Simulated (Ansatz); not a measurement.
Basis-set extrapolation for C$_{2}$HNO$_{2}$ (`N#COC=O`) (PBE0-D4/def2-TZVP geometry, frozen core, the Gaussian-basis code of Ansatz). Multiplicity 1, RHF reference.

```tsv
	def2-TZVPP	def2-QZVPP
HF	-280.569362	-280.581254
MP2 correlation	-0.944430	-1.013418
CCSD(T) correlation	-0.989440	not run
```

Energies in hartree. Use E(X) = E(∞) + A·exp(−7.88·√X) for Hartree–Fock and E(X) = E(∞) + B·X^(−2.97) for correlation, with X = 3 and 4, and add CCSD(T) minus MP2 of the smaller set to the MP2 limit.

What is the CCSD(T) energy at the basis-set limit?

HF limit: -280.581254 + (-0.011892) × 0.13774 = -280.58289. MP2 limit: -1.013418 + (-0.068988) × 0.74074 = -1.06452. Higher-order term: -0.989440 − (-0.944430) = -0.04501. Total: -281.69242 hartree, 350.8 kJ/mol below CCSD(T)/def2-TZVPP.
